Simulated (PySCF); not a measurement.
Compound: C₄H₆O₂.
Atom-mapped SMILES: `[CH2:1]=[CH:2][C:3](=[O:4])[O:5][CH3:6]` (hydrogens: H7, H8 on C1; H9 on C2; H10, H11, H12 on C6)

Structure used (PBE0-D3(BJ)/def2-SVP), in Å, numbered top down from 1:
```
atom  x, y, z in Å
C1     2.4774   -0.3353    0.1065
C2     1.2183   -0.7716    0.0476
C3     0.0884    0.1878    0.0689
O4     0.1858    1.3858    0.1573
O5    -1.0850   -0.4514   -0.0266
C6    -2.2364    0.3714   -0.0162
H7     2.6750    0.7387    0.1743
H8     3.3262   -1.0227    0.0906
H9     0.9656   -1.8327   -0.0192
H10   -2.3346    0.8953    0.9469
H11   -2.1866    1.1278   -0.8133
H12   -3.0942   -0.2929   -0.1728
```

The closed-shell ground state was solved at several levels (PySCF, density fitting, gas phase, non-relativistic).

| level | basis functions | total energy (Eh) | HOMO (eV) | LUMO (eV) | gap (eV) | dipole (D) |
| --- | --- | --- | --- | --- | --- | --- |
| B3LYP/6-31G-J | 96 | -306.4286 | -7.66 | -1.33 | 6.33 | 1.42 |
| CAM-B3LYP/pcSseg-2 | 300 | -306.4595 | -9.62 | -0.30 | 9.32 | 1.64 |
| B3LYP/pcJ-0 | 96 | -305.8983 | -7.71 | -1.46 | 6.25 | 1.42 |
| B97-2/pcSseg-2 | 300 | -306.4776 | -7.82 | -1.48 | 6.34 | 1.62 |
| PBE0/pcSseg-1 | 132 | -306.0892 | -8.10 | -1.34 | 6.76 | 1.54 |
| B3LYP/6-31G* | 96 | -306.4615 | -7.42 | -1.14 | 6.28 | 1.51 |

**Question.** What might PBE0/pcJ-1 (222 basis functions) give for the same quantities?

**Answer.** Total energy -306.1271 Eh, HOMO -8.11 eV, LUMO -1.34 eV, gap 6.77 eV, dipole 1.55 D.

**Question.** Over all these levels, which gives the widest orbital gap and which the narrowest?

**Answer.** CAM-B3LYP/pcSseg-2 (range-separated hybrid) has the widest, 9.32 eV, and B3LYP/pcJ-0 (global hybrid, 20 % exact exchange) the narrowest, 6.25 eV. Functional and basis both differ between the two, so the spread mixes both effects.

**Question.** How much does the basis alone move the frontier levels among the 3 B3LYP rows?

**Answer.** The HOMO by 0.29 eV and the LUMO by 0.32 eV. By rising basis size (HOMO, LUMO in eV): 6-31G-J -7.66, -1.33; pcJ-0 -7.71, -1.46; 6-31G* -7.42, -1.14.

**Question.** How far do the dipole and the HOMO energy spread over the levels?

**Answer.** The dipole runs from 1.42 to 1.64 D (mean 1.53 D) and the HOMO from -9.62 to -7.42 eV.

One conformer stands for the species.
